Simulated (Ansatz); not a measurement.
# Antifluorite Mg₂Ge

Method: revPBE in Ansatz (PAW).

Numerical settings: plane-wave cutoff 520 eV, 10×10×10 k mesh, Fermi–Dirac smearing 0.01 eV, scalar-relativistic PAW data made under PBE.

Cell: relaxed at this level.

```
Item                                                     Result
-------------------------------------------  ------------------
volume per atom                                   22.59 Å³/atom
bulk modulus B0                                        47.3 GPa
lattice parameter a                                     6.471 Å
band gap                                     0.20 eV (indirect)
smallest direct gap on the k points sampled             0.90 eV
pressure derivative B′ of the bulk modulus                  4.2
```

Measured, for comparison: band gap 0.74 eV (temperature not stated, not corrected to a static lattice, indirect, Γ–X; as tabulated in Ryu et al. (2019), arXiv:1905.06140); equilibrium volume per atom 21.69 Å³/atom, lattice constant a 6.385 Å (temperature not stated, not corrected to a static lattice; as tabulated in Grosch, Range, J. Alloys Compd. 235, 250 (1996)). Computed (rounded) less measured: equilibrium volume per atom +4.1 %, lattice constant a +1.3 %.

Spin–orbit coupling is not included.

Static lattice: no zero-point or thermal effects.

Cost on a shared machine: very roughly 60 core-seconds.

Ansatz is a program for electronic structure.
